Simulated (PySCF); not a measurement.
hydrogen sulfide (H₂S), SMILES S. The structure is a stationary point at PBE0-D3(BJ)/def2-TZVPD.

Method: PBE0-D3(BJ)/def2-TZVPD run with PySCF.

Harmonic wavenumbers (cm⁻¹): 1204, 2723, 2738. Rotational constants (GHz): 308.2, 267.9, 143.3; symmetry number 2.

Work out the zero-point energy and the ideal-gas rigid-rotor harmonic-oscillator thermochemistry at 298.15 K and 1 atm.

ZPE = ½ Σ hcν = ½ × 6665 cm⁻¹ = 9.53 kcal/mol. H − E(el) = 11.91 kcal/mol. Entropy in cal/(mol K): translation 36.51, rotation 12.59, vibration 0.04, total 49.14. G − E(el) = -2.74 kcal/mol. Cp = 8.15 cal/(mol K).
